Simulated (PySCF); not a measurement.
# PS: from the state search to spectroscopic constants

The task here is to estimate one member of a computed series from the others.

Computed with PySCF 2.14.0. Level: P x2c-SVPall, S x2c-SVPall, spin-free X2C with a Gaussian nucleus.

The first run:

A driver script around PySCF takes these settings:

| Quantity | Value |
| --- | --- |
| atoms | P, S |
| charge | 0 |
| basis | P x2c-SVPall, S x2c-SVPall |
| Hamiltonian | spin-free X2C with a Gaussian nucleus |
| basis functions | 36 |
| electrons treated | 31 |
| masses in u | 30.9738, 31.9721 |
| levels | PBE0, PBE, r²SCAN, BP86, B2PLYP, B3LYP, CAM-B3LYP, HF, MP2, SCS-MP2, CCSD, CCSD(T) |
| grid | 80 radial by 434 angular points |
| occupations | held fixed by the projection of orbital angular momentum |
| dissociation limit | P + S, each in its ground configuration |
| starting distance in angstrom | 2.050 |
| values of 2S to try | 1, 3, 5 |

On the command line:

```console
> OMP_NUM_THREADS=1 python dia.py task.json out
```

Steps of the session up to this table: Input; First curve: PBE0; Other states along the same grid; PBE; r²SCAN; BP86 (GGA); B2PLYP (double hybrid); B3LYP (global hybrid GGA); CAM-B3LYP; ROHF (mean field); MP2 and coupled cluster.

One table of the session follows, with a row left open; its other results are not shown here.

```
       level  Re (Å)  ωe (cm⁻¹)  De (eV)
        ROHF   1.881        833     1.44
    ROHF-MP2   1.915        763     3.60
ROHF-SCS-MP2   1.915        760     3.51
   ROHF-CCSD       ?          ?        ?
ROHF-CCSD(T)   1.927        727     3.52
         PBE   1.930        727     4.72
        BP86   1.933        720     4.74
      r²SCAN   1.915        753     4.34
       B3LYP   1.918        748     4.33
        PBE0   1.906        774     4.27
   CAM-B3LYP   1.897        793     4.15
```

Estimate the missing values for ROHF-CCSD.

The run gave: Re (Å): 1.914; ωe (cm⁻¹): 759; De (eV): 3.25. In the column «Re (Å)» it lies between PBE0 (1.906) and ROHF-MP2 (1.915).

De is counted to P + S in their ground configurations.
